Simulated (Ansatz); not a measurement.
A made-up structure of CH5OSi (charge -1), singlet:

```
atom    x (Å)    y (Å)    z (Å)
  O1  -1.3495   0.1077  -1.3715
  C2   0.5389  -0.3777   0.6517
 Si3  -0.0004   0.3235  -0.8922
  H4  -1.9472   0.6235  -0.8221
  H5   0.5457   1.5642  -1.3152
  H6   0.0892  -0.1715   1.5892
  H7   1.5488  -0.1040   0.8212
  H8   0.4998  -1.4354   0.7084
```

It is relaxed with PBE-D4/def2-SVPD and then PBE0-D4/def2-TZVPD (Ansatz 0.2.0). Atoms count as bonded within 1.22 times the sum of their covalent radii (H–H: 0.88 Å). The end point is not checked to be a true minimum.

Question: Does its bonding change? (A judgement: the text doesn't fix the answer.)

Answer: The calculation gives: No: no bond forms or breaks.

Where it ends: The first stage lowers the energy by 3.94 eV in 9 steps. It ends as CH₅OSi ([CH3][SiH][OH]), total charge -1:
```
8
angstrom
O -1.4763 0.0847 -1.3176
C 0.5699 -0.3915 0.5958
Si 0.2717 0.1253 -1.2682
H -1.8574 0.5624 -0.5762
H 0.4819 1.6497 -0.9817
H -0.0880 0.1361 1.3044
H 1.6076 -0.1685 0.8790
H 0.4159 -1.4681 0.7339
```

Labels in which every atom is bracketed show which atoms are joined, not bond orders.

For scale, one of the runs: PBE0-D4/def2-TZVPD relaxation, 165 basis functions, launched by `ansatz run in.yaml --threads 2 --pin off --events-out ev --progress --plain --max-ram 4352MiB`. The run took about 48 s on 2 CPU threads of an Intel Xeon Platinum 8175M (shared host).
